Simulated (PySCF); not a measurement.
## Reproducing measurements on CH4O

**What was measured.**

NIST CCCBDB Release 22 (SRD 101), experimental polarizabilities lists, for the gas: mean polarisability 3.21 Å³.

NIST CCCBDB lists, for the gas: vertical first ionisation energy 10.96 eV.

The runs below try to reproduce these values; the comparison stands at the end.

Species: CH4O.
Numbering: `[CH3:1][OH:2]` (hydrogens: H3, H4, H5 on C1; H6 on O2)

Cartesian coordinates in Å at the PBE0-D3(BJ)/def2-TZVP level; atoms count from 1:
```
atom  x, y, z in Å
C1    -0.3474    0.0442   -0.0239
O2     0.9136   -0.4407   -0.4230
H3    -0.6404   -0.3193    0.9688
H4    -1.0751   -0.3243   -0.7475
H5    -0.3930    1.1404   -0.0234
H6     1.5712   -0.1287    0.2016
```

Runs made with PySCF (gas phase, on this PBE0-D3(BJ)/def2-TZVP geometry; no spin–orbit coupling):

```json
{"level": "CAM-B3LYP/aug-cc-pVTZ", "job": "10 singlets by full TDDFT, 4 Tamm–Dancoff triplets, polarisability", "basis functions": "184", "wall time": "6.8 s"}
{"level": "PBE0/aug-cc-pVTZ", "job": "10 singlets by full TDDFT, 4 Tamm–Dancoff triplets, polarisability, dynamic polarisability, density and orbital grids written", "basis functions": "184", "wall time": "7.9 s"}
{"level": "wB97X-D/aug-cc-pVTZ", "job": "10 singlets by full TDDFT, 4 Tamm–Dancoff triplets, polarisability, ΔSCF ions", "basis functions": "184", "wall time": "13 s"}
{"level": "B97-2/pcSseg-2", "job": "shieldings", "basis functions": "128", "wall time": "4.0 s"}
```

Hardware: one thread of an Intel Xeon at 2.60 GHz, on a shared host.

Results beside the measurements:

**Mean polarisability.** Measured: 3.21 Å³ (NIST CCCBDB Release 22 (SRD 101), experimental polarizabilities).

```
                level  computed (Å³)  computed − measured (Å³)  % (from the printed values)
CAM-B3LYP/aug-cc-pVTZ           3.15                     -0.06                           -2
     PBE0/aug-cc-pVTZ           3.16                     -0.05                           -2
  wB97X-D/aug-cc-pVTZ           3.15                     -0.06                           -2
```

All 3 levels lie below the measurement. The computed values are static and purely electronic, with core orbitals frozen in the response (1 au = 0.148185 Å³). The table of measured values doesn't say here whether a value is static or optical, or holds a vibrational part.

**Vertical first ionisation energy.** Measured: 10.96 eV (NIST CCCBDB).

| level | computed (eV) | computed − measured (eV) |
| --- | --- | --- |
| ΔSCF wB97X-D/aug-cc-pVTZ | 10.90 | -0.06 |
| −ε(HOMO) CAM-B3LYP/aug-cc-pVTZ | 9.51 | -1.45 |
| −ε(HOMO) PBE0/aug-cc-pVTZ | 7.98 | -2.98 |
| −ε(HOMO) wB97X-D/aug-cc-pVTZ | 9.93 | -1.03 |
| −ε(HOMO) B97-2/pcSseg-2 | 7.66 | -3.30 |

The computed energies are vertical. Orbital energies are listed beside them and aren't ranked.

No measured geometry was used, and the causes of the misses weren't examined.
